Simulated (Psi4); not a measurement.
# A workflow on CH3O (SMILES C[O])

Wanted: a geometry optimisation (doublet CH3O, UB3LYP-D3(BJ)/aug-cc-pVDZ), then the energy (singlet CH3O+, B3LYP-D3(BJ)/aug-cc-pVDZ), then a geometry optimisation (singlet CH3O+, B3LYP-D3(BJ)/aug-cc-pVDZ), then a single-point energy (doublet CH3O, UB3LYP-D3(BJ)/aug-cc-pVDZ) of CH3O. 

The results are computed with Psi4 1.11.

## 1. The molecule

CH3O: 5 atoms, total charge 0, spin state doublet. SMILES: `C[O]`. The coordinates come from a PBE0-D4/def2-TZVP relaxation. The run starts from this shape.

Bond lengths: C1–O2 1.355 Å, C1–H3 1.108 Å, C1–H4 1.100 Å, C1–H5 1.100 Å. Angles: O2–C1–H3 105.3°, O2–C1–H4 113.5°, O2–C1–H5 113.5°, H3–C1–H4 106.2°, H3–C1–H5 106.2°, H4–C1–H5 111.5°.

## 2. A structure relaxation at UB3LYP-D3(BJ)/aug-cc-pVDZ (density fitting) (run 1)

ch3o.xyz

```xyz
5
CH3O
C     -0.000300     0.051900     0.013800
O      0.981100    -0.843300    -0.254000
H     -0.948700    -0.508200    -0.108100
H     -0.041600     0.884500    -0.703800
H      0.009500     0.415200     1.052100
```

run.py

```python
import psi4

psi4.set_memory('1600 MB')
psi4.set_num_threads(1)
psi4.set_output_file('run.log', False)

with open('ch3o.xyz') as f:
    atoms = ''.join(f.readlines()[2:])
m = psi4.geometry('0 2\n' + atoms + '')

psi4.set_options({
    'basis': 'aug-cc-pVDZ',
    'reference': 'uks',
})

result = psi4.optimize('B3LYP-D3BJ', molecule=m)
print(f'B3LYP-D3BJ energy: {result:.10f} Eh')
print(m.to_string(dtype='xyz', units='Angstrom'))
for k, v in sorted(psi4.core.scalar_variables().items()):
    print(f'{k:45s} {v:18.10f}')
```

Run with:

```console
$ python run.py
```

run.log:

```text
[...]
  Running in c1 symmetry.
[...]
  Nuclear repulsion =   34.543427878386588
[...]
  Multiplicity = 2
[...]
  Nalpha       = 9
  Nbeta        = 8
[...]
    Number of basis functions: 73
[...]
   @DF-UKS iter   0:  -115.07311308243418   -1.15073e+02   9.58539e-06
[...]
   @DF-UKS iter   7:  -115.07310985918855   -2.85638e-12   7.12539e-09 DIIS
[...]
   @S^2 Observed:                7.537699356E-01
[...]
  @DF-UKS Final Energy:  -115.07310985918855
   => Energetics <=
    Nuclear Repulsion Energy =             34.2678290359726603
    One-Electron Energy =                -224.0113700980205067
    Two-Electron Energy =                  86.8469886930781314
    DFT Exchange-Correlation Energy =     -12.1741313338814443
    Empirical Dispersion Energy =          -0.0024261563373742
    VV10 Nonlocal Energy =                  0.0000000000000000
    Total Energy =                       -115.0731098591885484
[...]
 Multipole Moments:
 ------------------------------------------------------------------------------------
     Multipole            Electronic (a.u.)      Nuclear  (a.u.)        Total (a.u.)
 ------------------------------------------------------------------------------------
 L = 1.  Multiply by 2.5417464519 to convert [e a0] to [Debye]
 Dipole X            :          1.6122056           -2.2618678           -0.6496621
 Dipole Y            :         -1.3587663            1.8395733            0.4808070
 Dipole Z            :         -0.4101198            0.5576023            0.1474825
 Magnitude           :                                                    0.8215762
[...]
  -Total Gradient:
     Atom            X                  Y                   Z
    ------   -----------------  -----------------  -----------------
       1        0.000037383733     0.000059538809     0.000011285390
       2        0.000052441571    -0.000048555259    -0.000013621582
       3       -0.000005729863     0.000052166759     0.000015629775
       4       -0.000043625337    -0.000037124306     0.000024305804
       5       -0.000045754548    -0.000021757664    -0.000036310012
[...]
    Final optimized geometry and variables:
    Molecular point group: c1
    Full point group: C1
    Geometry (in Angstrom), charge = 0, multiplicity = 2:
    C           -0.479309523604     0.445511551177     0.133011405151
    O            0.511786115363    -0.458029010965    -0.137312117527
    H           -1.432030963430    -0.121524028904     0.009303340935
    H           -0.517462202178     1.279682292887    -0.592119835020
    H           -0.465867494844     0.806464806719     1.178315429980
```

On the terminal:

```text
Optimizer: Optimization complete!
B3LYP-D3BJ energy: -115.0731098592 Eh
5
0 2 CH3O
C                    -0.479309523604     0.445511551177     0.133011405151
O                     0.511786115363    -0.458029010965    -0.137312117527
H                    -1.432030963430    -0.121524028904     0.009303340935
H                    -0.517462202178     1.279682292887    -0.592119835020
H                    -0.465867494844     0.806464806719     1.178315429980

B3LYP-D3(BJ) DISPERSION CORRECTION ENERGY          -0.0024261563
CURRENT ENERGY                                   -115.0731098592
CURRENT REFERENCE ENERGY                         -115.0731098592
DD SOLVATION ENERGY                                 0.0000000000
DFT FUNCTIONAL TOTAL ENERGY                      -115.0706837029
DFT TOTAL ENERGY                                 -115.0731098592
DFT VV10 ENERGY                                     0.0000000000
DFT XC ENERGY                                     -12.1741313339
DISPERSION CORRECTION ENERGY                       -0.0024261563
GRID ELECTRONS ALPHA                                9.0000001799
GRID ELECTRONS BETA                                 8.0000013742
GRID ELECTRONS TOTAL                               17.0000015540
NUCLEAR REPULSION ENERGY                           34.2678290360
ONE-ELECTRON ENERGY                              -224.0113700980
OPTIMIZATION ITERATIONS                             5.0000000000
PCM POLARIZATION ENERGY                             0.0000000000
PE ENERGY                                           0.0000000000
SCF ITERATION ENERGY                             -115.0731098592
SCF ITERATIONS                                      7.0000000000
SCF TOTAL ENERGY                                 -115.0731098592
TWO-ELECTRON ENERGY                                86.8469886931
XC GRID RADIAL POINTS                              75.0000000000
XC GRID SPHERICAL POINTS                          302.0000000000
XC GRID TOTAL POINTS                           110092.0000000000
```

It took 52 s on 1 thread of Intel Xeon Platinum 8259CL at 2.50GHz (Skylake/Cascade Lake), shared host; peak memory 0.49 GiB.

Step by step:

| step | energy from the first frame kept (eV) | largest force (eV/Å) |
| --- | --- | --- |
| 0 | 0.0000 | 0.4784 |
| 1 | -0.0051 | 0.1654 |
| 2 | -0.0054 | 0.0921 |
| 3 | -0.0055 | 0.0115 |
| 4 | -0.0055 | 0.0037 |

After the run. Bond lengths: C1–O2 1.368 Å, C1–H3 1.116 Å, C1–H4 1.106 Å, C1–H5 1.106 Å. Angles: O2–C1–H3 105.1°, O2–C1–H4 113.2°, O2–C1–H5 113.2°, H3–C1–H4 106.3°, H3–C1–H5 106.3°, H4–C1–H5 112.0°.

## 3. The singlet cation: the energy at B3LYP-D3(BJ)/aug-cc-pVDZ (density fitting) (run 2)

job.dat

```
memory 1.6 GB

molecule {
  1 1
  C
  O 1 1.368112
  H 1 1.115576 2 105.13374
  H 1 1.105944 3 106.33261 2 120.27248
  H 1 1.105952 4 111.96004 3 -115.72006
  symmetry c1
}

set globals {
  basis aug-cc-pVDZ
}

E, wfn = energy('b3lyp-d3bj2b', return_wfn=True)
print_variables()
```

Run with:

```console
$ psi4 -i job.dat -o job.out -n 1
```

job.out:

```text
[...]
  Running in c1 symmetry.
[...]
  Nuclear repulsion =   34.267830460647602
[...]
  Multiplicity = 1
[...]
  Nalpha       = 8
  Nbeta        = 8
[...]
    Number of basis functions: 73
[...]
   @DF-RKS iter   1:  -114.52001730699918   -1.92600e-02   6.14156e-03 DIIS/ADIIS
[...]
   @DF-RKS iter   8:  -114.61330243304982   -8.49444e-09   4.97591e-07 DIIS
[...]
    Orbital Energies [Eh]
    ---------------------
    Doubly Occupied:
       1A    -19.626519     2A    -10.592356     3A     -1.389379
       4A     -1.009223     5A     -0.802385     6A     -0.796309
       7A     -0.794080     8A     -0.639895
[...]
  @DF-RKS Final Energy:  -114.61330243304982
   => Energetics <=
    Nuclear Repulsion Energy =             34.2678304606476019
    One-Electron Energy =                -217.9434174624804541
    Two-Electron Energy =                  80.9029628404745864
    DFT Exchange-Correlation Energy =     -11.8382521153683360
    Empirical Dispersion Energy =          -0.0024261563232122
    VV10 Nonlocal Energy =                  0.0000000000000000
    Total Energy =                       -114.6133024330498245
[...]
 Multipole Moments:
 ------------------------------------------------------------------------------------
     Multipole            Electronic (a.u.)      Nuclear  (a.u.)        Total (a.u.)
 ------------------------------------------------------------------------------------
 L = 1.  Multiply by 2.5417464519 to convert [e a0] to [Debye]
 Dipole X            :          0.0000958            0.0001113            0.0002071
 Dipole Y            :          0.0830644            0.1668668            0.2499312
 Dipole Z            :          1.6519147           -2.9636390           -1.3117243
 Magnitude           :                                                    1.3353225
[...]
```

Run time: 8.4 s. Hardware: 1 thread of Intel Xeon Platinum 8259CL at 2.50GHz (Skylake/Cascade Lake), shared host; peak memory 0.47 GiB.

## 4. The singlet cation: a structure relaxation at B3LYP-D3(BJ)/aug-cc-pVDZ (density fitting) (run 3)

ch3o.py

```python
import psi4

psi4.set_memory('1600 MB')
psi4.set_num_threads(1)
psi4.core.set_output_file('psi4.out', False)

geom = psi4.geometry("""
1 1
C     -0.005380     0.056451     0.015177
O      0.985716    -0.847089    -0.255146
H     -0.958101    -0.510584    -0.108531
H     -0.043533     0.890622    -0.709954
H      0.008062     0.417405     1.060481
symmetry c1
""")

options = {'basis': 'aug-cc-pVDZ'}
psi4.set_options(options)

energy_value, wavefunction = psi4.optimize("b3lyp-d3bj", molecule=geom, return_wfn=True)
print('E =', round(energy_value, 9))
geom.save_xyz_file('final.xyz', False)
```

Run with:

```console
$ python ch3o.py
```

psi4.out:

```text
[...]
  Running in c1 symmetry.
[...]
  Nuclear repulsion =   34.267833199760744
[...]
  Multiplicity = 1
[...]
  Nalpha       = 8
  Nbeta        = 8
[...]
    Number of basis functions: 73
[...]
   @DF-RKS iter   1:  -114.52001721384528   -1.92597e-02   6.14156e-03 ADIIS/DIIS
[...]
   @DF-RKS iter   6:  -114.80413647479409   -1.37703e-11   6.76932e-09 DIIS
[...]
  @DF-RKS Final Energy:  -114.80413647479409
   => Energetics <=
    Nuclear Repulsion Energy =             36.9171408006689958
    One-Electron Energy =                -223.3511198002897515
    Two-Electron Energy =                  83.5822203731789699
    DFT Exchange-Correlation Energy =     -11.9499128648727453
    Empirical Dispersion Energy =          -0.0024649834795581
    VV10 Nonlocal Energy =                  0.0000000000000000
    Total Energy =                       -114.8041364747940918
[...]
 Multipole Moments:
 ------------------------------------------------------------------------------------
     Multipole            Electronic (a.u.)      Nuclear  (a.u.)        Total (a.u.)
 ------------------------------------------------------------------------------------
 L = 1.  Multiply by 2.5417464519 to convert [e a0] to [Debye]
 Dipole X            :         -0.0496715           -0.0455677           -0.0952392
 Dipole Y            :         -0.5718678            0.8419303            0.2700625
 Dipole Z            :         -0.3440804            1.1976504            0.8535700
 Magnitude           :                                                    0.9003255
[...]
  -Total Gradient:
     Atom            X                  Y                   Z
    ------   -----------------  -----------------  -----------------
       1        0.000043703906     0.000094006480    -0.000100142267
       2       -0.000045305651    -0.000078824207     0.000022389566
       3        0.000028425174     0.000074899034     0.000027204399
       4        0.000008748368     0.000015129926     0.000013646389
       5       -0.000034096685    -0.000097892238     0.000036339157
[...]
    Final optimized geometry and variables:
    Molecular point group: c1
    Full point group: C1
    Geometry (in Angstrom), charge = 1, multiplicity = 1:
    C            0.067247154874     0.602896240245     0.276114354619
    O           -0.047404017834    -0.509068069162    -0.287740873307
    H           -0.291402343129    -1.262930089930     0.298263890582
    H            0.339278197995     1.442286212485    -0.376005328718
    H           -0.096240044136     0.721341309863     1.356751588180
[...]
```

Run time: 2.6 min. Hardware: 1 thread of Intel Xeon Platinum 8259CL at 2.50GHz (Skylake/Cascade Lake), shared host; peak memory 0.5 GiB.

Step by step:

| step | energy from the first frame kept (eV) | largest force (eV/Å) |
| --- | --- | --- |
| 0 | 0.0000 | 5.2487 |
| 2 | -0.6033 | 2.5711 |
| 4 | -0.8850 | 1.6404 |
| 6 | -1.2408 | 4.8081 |
| 8 | -1.6543 | 3.8865 |
| 10 | -2.1744 | 5.6823 |
| 12 | -3.5360 | 4.0811 |
| 14 | -4.0249 | 4.8775 |
| 16 | -4.6854 | 2.2610 |
| 18 | -5.0745 | 1.1877 |
| 20 | -5.1213 | 2.6761 |
| 22 | -5.1650 | 1.5780 |
| 24 | -5.1926 | 0.1109 |
| 26 | -5.1929 | 0.0074 |

After the run. Bond lengths: C1–O2 1.252 Å, O2–H3 0.986 Å, C1–H4 1.097 Å, C1–H5 1.099 Å. Angles: C1–O2–H3 115.7°, O2–C1–H4 115.8°, O2–C1–H5 121.7°, H4–C1–H5 122.6°.

## 5. A single-point energy at UB3LYP-D3(BJ)/aug-cc-pVDZ (density fitting) (run 4)

ch3o.inp

```
memory 1600 mb

molecule molecule1 {
  0 2
  C
  O 1 r2
  H 2 r3 1 a3
  H 1 r4 2 a4 3 d4
  H 1 r5 4 a5 2 d5

  r2 = 1.252015
  r3 = 0.985518
  a3 = 115.73792
  r4 = 1.097194
  a4 = 115.7528
  d4 = 179.9768
  r5 = 1.099333
  a5 = 122.59437
  d5 = -179.99663
  units angstrom
}

set basis aug-cc-pVDZ
set reference uks

e, wfn = energy('b3lyp-d3bj2b', return_wfn=True)
```

Run with:

```console
$ psi4 -i ch3o.inp -o ch3o.out -n 1
```

ch3o.out:

```text
[...]
  Running in c1 symmetry.
[...]
  Nuclear repulsion =   36.917147970178355
[...]
  Multiplicity = 2
[...]
  Nalpha       = 9
  Nbeta        = 8
[...]
    Number of basis functions: 73
[...]
   @DF-UKS iter   1:  -114.86245400642480   -1.53141e-01   9.02253e-03 DIIS/ADIIS
[...]
   @DF-UKS iter   9:  -115.07082000101985   -2.88735e-08   4.37301e-07 DIIS
[...]
   @S^2 Observed:                7.536886260E-01
[...]
    Orbital Energies [Eh]
    ---------------------
    Alpha Occupied:
       1A    -19.196621     2A    -10.222282     3A     -1.110925
       4A     -0.687464     5A     -0.550102     6A     -0.477415
       7A     -0.436844     8A     -0.351291     9A     -0.151936
    Alpha Virtual:
      10A     -0.022434    11A      0.009175    12A      0.026303
      13A      0.056438    14A      0.068057    15A      0.087550
      16A      0.116662    17A      0.124785    18A      0.141198
      19A      0.154093    20A      0.159461    21A      0.212218
      22A      0.220430    23A      0.242571    24A      0.266096
      25A      0.326445    26A      0.330820    27A      0.339163
[...]
  @DF-UKS Final Energy:  -115.07082000101985
   => Energetics <=
    Nuclear Repulsion Energy =             36.9171479701783554
    One-Electron Energy =                -229.0894193493230944
    Two-Electron Energy =                  89.3399771570178842
    DFT Exchange-Correlation Energy =     -12.2360607953108396
    Empirical Dispersion Energy =          -0.0024649835821542
    VV10 Nonlocal Energy =                  0.0000000000000000
    Total Energy =                       -115.0708200010198539
[...]
 Multipole Moments:
 ------------------------------------------------------------------------------------
     Multipole            Electronic (a.u.)      Nuclear  (a.u.)        Total (a.u.)
 ------------------------------------------------------------------------------------
 L = 1.  Multiply by 2.5417464519 to convert [e a0] to [Debye]
 Dipole X            :         -0.0000024            0.0000281            0.0000257
 Dipole Y            :          0.1141463           -0.7066323           -0.5924860
 Dipole Z            :          1.4895119           -1.2829501            0.2065619
 Magnitude           :                                                    0.6274612
[...]
```

It took 12 s on 1 thread of Intel Xeon Platinum 8259CL at 2.50GHz (Skylake/Cascade Lake), shared host; peak memory 0.47 GiB.

## 6. What came out

| quantity | value |
| --- | --- |
| run 1, UB3LYP-D3(BJ)/aug-cc-pVDZ: total energy at the end | -115.07311 Eh |
| run 1, UB3LYP-D3(BJ)/aug-cc-pVDZ: dipole moment | 2.09 D |
| run 1, UB3LYP-D3(BJ)/aug-cc-pVDZ: HOMO energy (highest over α and β) | -7.53 eV |
| run 1, UB3LYP-D3(BJ)/aug-cc-pVDZ: LUMO energy (lowest over α and β) | -4.13 eV |
| run 1, UB3LYP-D3(BJ)/aug-cc-pVDZ: dispersion energy | -6.37 kJ/mol |
| run 1, UB3LYP-D3(BJ)/aug-cc-pVDZ: ⟨S²⟩ | 0.754 |
| singlet cation, run 2: total energy | -114.61330 Eh |
| singlet cation, run 2: HOMO energy | -17.41 eV |
| singlet cation, run 2: LUMO energy | -15.63 eV |
| singlet cation, run 2: HOMO–LUMO gap | 1.78 eV |
| singlet cation, run 2: dispersion energy | -6.37 kJ/mol |
| singlet cation, run 3: total energy at the end | -114.80414 Eh |
| singlet cation, run 3: HOMO energy | -18.32 eV |
| singlet cation, run 3: LUMO energy | -10.41 eV |
| singlet cation, run 3: HOMO–LUMO gap | 7.91 eV |
| singlet cation, run 3: dispersion energy | -6.47 kJ/mol |
| run 4, UB3LYP-D3(BJ)/aug-cc-pVDZ: total energy | -115.07082 Eh |
| run 4, UB3LYP-D3(BJ)/aug-cc-pVDZ: dipole moment | 1.59 D |
| run 4, UB3LYP-D3(BJ)/aug-cc-pVDZ: HOMO energy (highest over α and β) | -4.13 eV |
| run 4, UB3LYP-D3(BJ)/aug-cc-pVDZ: LUMO energy (lowest over α and β) | -0.61 eV |
| run 4, UB3LYP-D3(BJ)/aug-cc-pVDZ: dispersion energy | -6.47 kJ/mol |
| adiabatic ionisation energy (to the singlet cation, no zero-point term) | 7.319 eV |

The adiabatic ionisation energy (to the singlet cation, no zero-point term) is 7.32 eV (706 kJ/mol). The second species lost a bond as it relaxed, so this leads to another structure. The optimisation (run 1, UB3LYP-D3(BJ)/aug-cc-pVDZ) took 5 steps and changed the energy by -0.005 eV. The optimisation (singlet cation, run 3) took 27 steps and changed the energy by -5.193 eV. Bonds broke or formed on the way.
